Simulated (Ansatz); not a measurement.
Born–Oppenheimer molecular dynamics of C2H5Al (8 atoms, charge 0, multiplicity 1). It starts from a relaxed structure.

Method: RKS B3LYP/def2-SVP (Ansatz).

```json
{"ensemble": "NVE (velocity Verlet)", "time step": "0.25 fs", "steps asked": "150", "starting velocities drawn for": "300 K", "seed": "831648"}
```

Frames 0.25 fs apart, positions in Å, forces in eV/Å.

Velocities at 17.5 fs (Å/ps):

```
C 3.79 2.68 2.81
C -0.44 -1.54 -0.45
Al -0.15 -0.81 -0.27
H 1.81 -13.22 1.19
H -4.56 -3.86 -5.67
H -9.11 -7.82 -17.00
H -23.23 8.30 10.71
H -0.73 24.59 -10.01
```

```xyz
8
Properties=species:S:1:pos:R:3:forces:R:3 time_fs=17.5 energy_less_start_eV=0.101 T=169
C -0.747 0.221 -0.467 0.01 0.14 -0.44
C 0.779 0.445 0.010 -0.86 0.21 0.27
Al -0.008 -1.129 0.687 -0.39 -0.27 -0.11
H -0.882 0.020 -1.554 0.39 -0.22 0.33
H -1.489 1.011 -0.260 0.21 0.01 0.36
H 0.814 1.174 0.829 0.03 0.27 0.14
H 1.534 0.702 -0.711 0.54 0.04 -0.65
H -0.137 -2.380 1.612 0.06 -0.18 0.09
8
Properties=species:S:1:pos:R:3:forces:R:3 time_fs=17.8 energy_less_start_eV=0.109 T=159
C -0.746 0.221 -0.466 -0.01 0.10 -0.48
C 0.779 0.444 0.010 -0.99 0.10 0.30
Al -0.008 -1.129 0.687 -0.38 -0.20 -0.16
H -0.882 0.017 -1.554 0.40 -0.21 0.36
H -1.490 1.010 -0.262 0.22 0.02 0.37
H 0.812 1.172 0.825 0.04 0.36 0.25
H 1.528 0.704 -0.708 0.68 0.08 -0.79
H -0.137 -2.374 1.609 0.05 -0.26 0.15
8
Properties=species:S:1:pos:R:3:forces:R:3 time_fs=18.0 energy_less_start_eV=0.118 T=147
C -0.745 0.222 -0.466 -0.04 0.07 -0.52
C 0.779 0.444 0.009 -1.10 0.01 0.31
Al -0.008 -1.129 0.687 -0.37 -0.12 -0.20
H -0.881 0.013 -1.553 0.40 -0.20 0.39
H -1.491 1.009 -0.263 0.22 0.03 0.37
H 0.810 1.170 0.821 0.05 0.44 0.36
H 1.523 0.706 -0.706 0.80 0.12 -0.91
H -0.137 -2.368 1.607 0.05 -0.33 0.21
8
Properties=species:S:1:pos:R:3:forces:R:3 time_fs=18.2 energy_less_start_eV=0.128 T=135
C -0.744 0.223 -0.465 -0.06 0.03 -0.55
C 0.779 0.444 0.009 -1.19 -0.08 0.32
Al -0.008 -1.130 0.687 -0.37 -0.05 -0.25
H -0.880 0.010 -1.552 0.40 -0.19 0.40
H -1.492 1.008 -0.264 0.22 0.04 0.37
H 0.807 1.169 0.817 0.06 0.51 0.46
H 1.518 0.709 -0.705 0.91 0.14 -1.01
H -0.137 -2.362 1.605 0.04 -0.41 0.26
8
Properties=species:S:1:pos:R:3:forces:R:3 time_fs=18.5 energy_less_start_eV=0.137 T=124
C -0.743 0.223 -0.464 -0.08 -0.01 -0.57
C 0.778 0.443 0.009 -1.26 -0.16 0.31
Al -0.008 -1.130 0.687 -0.36 0.02 -0.30
H -0.878 0.006 -1.551 0.40 -0.18 0.41
H -1.492 1.008 -0.264 0.22 0.05 0.37
H 0.805 1.168 0.814 0.07 0.58 0.56
H 1.514 0.711 -0.704 0.99 0.17 -1.08
H -0.137 -2.357 1.603 0.04 -0.48 0.31
8
Properties=species:S:1:pos:R:3:forces:R:3 time_fs=18.8 energy_less_start_eV=0.145 T=114
C -0.742 0.224 -0.464 -0.10 -0.04 -0.59
C 0.778 0.443 0.009 -1.30 -0.21 0.28
Al -0.008 -1.130 0.687 -0.36 0.09 -0.34
H -0.877 0.002 -1.550 0.39 -0.17 0.41
H -1.493 1.007 -0.265 0.22 0.06 0.36
H 0.803 1.167 0.810 0.07 0.64 0.64
H 1.510 0.713 -0.704 1.04 0.18 -1.13
H -0.137 -2.352 1.601 0.03 -0.55 0.37
8
Properties=species:S:1:pos:R:3:forces:R:3 time_fs=19.0 energy_less_start_eV=0.151 T=106
C -0.741 0.225 -0.463 -0.12 -0.07 -0.59
C 0.778 0.442 0.009 -1.31 -0.24 0.25
Al -0.008 -1.130 0.686 -0.35 0.15 -0.38
H -0.875 -0.002 -1.548 0.38 -0.16 0.41
H -1.493 1.006 -0.265 0.21 0.07 0.36
H 0.801 1.167 0.807 0.08 0.69 0.70
H 1.508 0.716 -0.704 1.07 0.18 -1.16
H -0.137 -2.347 1.599 0.03 -0.62 0.41
8
Properties=species:S:1:pos:R:3:forces:R:3 time_fs=19.2 energy_less_start_eV=0.155 T=101
C -0.741 0.225 -0.463 -0.13 -0.10 -0.59
C 0.777 0.442 0.009 -1.28 -0.25 0.20
Al -0.008 -1.131 0.686 -0.34 0.21 -0.42
H -0.873 -0.006 -1.546 0.37 -0.15 0.39
H -1.494 1.005 -0.265 0.21 0.08 0.35
H 0.799 1.167 0.805 0.09 0.72 0.75
H 1.505 0.718 -0.705 1.07 0.18 -1.15
H -0.137 -2.342 1.598 0.02 -0.68 0.46
8
Properties=species:S:1:pos:R:3:forces:R:3 time_fs=19.5 energy_less_start_eV=0.156 T=99
C -0.740 0.226 -0.462 -0.15 -0.13 -0.58
C 0.776 0.442 0.009 -1.23 -0.24 0.14
Al -0.008 -1.131 0.686 -0.34 0.26 -0.45
H -0.871 -0.010 -1.544 0.36 -0.14 0.37
H -1.494 1.004 -0.265 0.21 0.09 0.35
H 0.797 1.167 0.803 0.09 0.74 0.78
H 1.503 0.721 -0.707 1.04 0.16 -1.11
H -0.137 -2.338 1.597 0.02 -0.74 0.50
8
Properties=species:S:1:pos:R:3:forces:R:3 time_fs=19.8 energy_less_start_eV=0.155 T=100
C -0.739 0.227 -0.462 -0.16 -0.16 -0.56
C 0.776 0.441 0.009 -1.15 -0.20 0.06
Al -0.008 -1.131 0.686 -0.34 0.30 -0.47
H -0.869 -0.014 -1.542 0.35 -0.13 0.35
H -1.494 1.004 -0.264 0.20 0.10 0.34
H 0.795 1.168 0.801 0.10 0.74 0.80
H 1.502 0.724 -0.710 0.98 0.14 -1.05
H -0.137 -2.335 1.596 0.01 -0.79 0.54
8
Properties=species:S:1:pos:R:3:forces:R:3 time_fs=20.0 energy_less_start_eV=0.153 T=104
C -0.738 0.227 -0.461 -0.17 -0.18 -0.53
C 0.775 0.441 0.009 -1.04 -0.13 -0.01
Al -0.008 -1.131 0.686 -0.33 0.34 -0.49
H -0.866 -0.018 -1.540 0.33 -0.12 0.31
H -1.494 1.003 -0.264 0.20 0.10 0.33
H 0.793 1.169 0.800 0.11 0.72 0.79
H 1.502 0.727 -0.713 0.90 0.10 -0.96
H -0.137 -2.332 1.595 0.01 -0.83 0.57
8
Properties=species:S:1:pos:R:3:forces:R:3 time_fs=20.2 energy_less_start_eV=0.148 T=110
C -0.737 0.228 -0.461 -0.18 -0.21 -0.50
C 0.774 0.440 0.009 -0.92 -0.04 -0.09
Al -0.009 -1.131 0.686 -0.33 0.36 -0.50
H -0.863 -0.023 -1.537 0.32 -0.11 0.28
H -1.494 1.002 -0.263 0.19 0.11 0.31
H 0.791 1.171 0.800 0.12 0.69 0.76
H 1.502 0.730 -0.717 0.79 0.06 -0.85
H -0.137 -2.329 1.595 0.01 -0.86 0.59
```

Of the whole run (38 fs, mean temperature of the second half 138 K): The conserved energy stayed within 0.045 meV per atom of its start (net change 0.022 meV per atom), so the integration is sound. A run of 0.037 ps of so small a system gives no equilibrium averages.

The run took 2.4 min on 1 thread of AMD EPYC 9R45 96-Core Processor (Zen 5), on a shared host, peak memory 0.14 GiB.
